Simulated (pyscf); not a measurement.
Optimised with ωB97X-D3(BJ)/def2-SVP in PySCF.

For the elementary gas-phase step SiH₂ [singlet] + H₃C–OH -> H₃C–O–SiH₃ (singlet surface; H–O broken, O–Si, H–Si formed), what barrier and reaction energy does M06-2X/def2-TZVP give, measured from the separated reactants?

ΔE‡ = 1.1 kcal/mol, ΔE = -78.5 kcal/mol. CCSD(T)/def2-TZVPP + ΔMP2(QZVPP) gives 2.6 kcal/mol and -76.4 kcal/mol. Zero-point energy shifts the barrier by +0.4 kcal/mol. It is an insertion, with an imaginary mode of 1591i cm⁻¹. On the reactant side the descent ends in an adduct with a O–Si contact, 23.9 kcal/mol under the separated species and 23.8 kcal/mol under the saddle at ωB97X-D3(BJ)/def2-TZVP. What is counted as formed (O–Si) is already present as a longer contact in the reactant adduct; forming that adduct is a step of its own. At ωB97X-D3(BJ) the barrier from the zero used here is -0.2 kcal/mol. H₃C–O–SiH₃ lies 23.7 kcal/mol over its isomer H₃C–SiH₂–OH, and others may lie lower still (electronic energy, ωB97M-D3(BJ)). One saddle was located; it need not be the lowest between these sides. The CCSD(T) − MP2 part came from Ansatz, without density fitting, on the same reference.
